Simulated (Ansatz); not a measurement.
# AlHP: the cost of one run

The runs use Ansatz 0.2.0, Gaussian basis; def2-QZVPP, core rule «outside noble gas», up to 10 orbitals frozen.

The runs, in order: UHF; ROHF; CCSD(T) on UHF.

### 1 The geometry

The geometry is a PBE0/def2-TZVP stationary point (not a proven minimum) of the parent state, kept for this charge and spin.

3 atoms, charge 0, spin multiplicity 2.

Atoms are counted from 1 here; the program's logs count them from 0.

Bond lengths: Al1–P2 2.386 Å, Al1–H3 1.614 Å. Angles: P2–Al1–H3 114.3°.

### 2 UHF

Contents of in.yaml:

```yaml
crystal:
  periodic: [false, false, false]
  atoms:
    - {symbol: Al, position_ang: [0.000000, -0.107696, 1.237712]}
    - {symbol: P, position_ang: [0.000000, 0.051009, -1.143237]}
    - {symbol: H, position_ang: [0.000000, 1.315423, 1.999097]}
basis:
  gaussian: {orbitals: "def2-QZVPP.json"}
magnetization: {spin_polarized: true, initial_magnetization: 1}
hamiltonian: {xc: hf}
output: {orbitals: {seedname: orbitals}}
```

The run is started by

```
$ ansatz run in.yaml --threads 1 --pin off --events-out ev --progress --plain --max-ram 4096MiB --backend cpu
```

**Question.** How long does this run take on 1 thread of AMD EPYC 7R13, shared host, and how much memory does it need?

About 33 s, with a peak of 0.43 GiB.
